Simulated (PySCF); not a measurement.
Molecule: `Cn1nccn1`, C3H5N3.

Atom-mapped SMILES (the numbers label the heavy atoms): `[CH3:1][n:2]1[n:3][cH:4][cH:5][n:6]1` (H(Xn): hydrogen on atom n).

Geometry PBE0-D3(BJ)/def2-SVP throughout; GIAO in PySCF 2.14, gas phase, one conformer, non-relativistic; equivalent atoms averaged; basis pcSseg-2.

(1) How do the absolute shieldings σ depend on the functional? (ppm; last column core-seconds on 1 thread of an Intel Xeon Platinum 8488C, shared host; the GGAs took longer than the global hybrids here, which isn't the general rule, and the cause wasn't traced)

(2) Which nucleus moves most, in ppm?

Answers

(1) 
```csv
functional,kind,C4/C5,C1,N3/N6,N2,H(C4)/H(C5),H(C1),core-s
KT2,GGA,51.4,139.8,-80.2,-2.9,23.78,27.08,43
KT3,GGA,51.3,138.8,-79.4,-1.0,23.95,27.28,44
B97-D,GGA,43.2,135.6,-90.2,-9.0,23.99,27.31,43
B3LYP,global hybrid,37.0,135.9,-111.2,-20.8,23.87,27.29,31
PBE0,global hybrid,42.1,141.1,-104.8,-13.5,23.67,27.16,33
mPW1PW91,global hybrid,41.2,140.4,-107.1,-15.0,23.72,27.22,33
```

(2) N3/N6 (pyridine-type nitrogen of an azole): from -111.2 ppm with B3LYP to -79.4 ppm with KT3. The smallest spread is 0.23 ppm, at H(C1). Proton shifts span only some 12 ppm, so a few tenths of a ppm matter as much there as several ppm in carbon.
